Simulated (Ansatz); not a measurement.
# singlet C₂: levels of theory in one basis

```xyz
2

C     0.0000    0.0000    0.0000
C     0.0000    0.0000    1.3900
```

Basis set: def2-SVP (spherical functions). Frozen core: 2 orbitals. Charge 0, multiplicity 1.

Computed with Ansatz (development build ahead of 0.2.0); each method stands on the lowest determinant of its kind that the runs found.

```json
{"method": "RHF", "E − E(RHF) (eV)": "0.00", "<S²> of the determinant": "0.00"}
{"method": "UHF", "E − E(RHF) (eV)": "-1.74", "<S²> of the determinant": "2.12"}
{"method": "RHF-MP2", "E − E(RHF) (eV)": "-4.87", "<S²> of the determinant": "–"}
```

Q: What does UHF-MP2 give on the same scale?

A: -5.17 eV.

Q: Is a single determinant a sound starting point here?

A: It is doubtful. Unrestricted orbitals lower Hartree–Fock by 1.74 eV and <S²> is 2.12 where a pure state has 0.00, a sign of strong static correlation.

Caution for RHF, RHF-MP2: an unrestricted determinant lies well below. Caution for UHF, UHF-MP2: the unrestricted determinant is a mixture of spin states. Caution for RHF-MP2, UHF-MP2: bonds are stretched, where a single reference can fail. Caution for RHF-MP2: other determinants can give a lower correlated total.
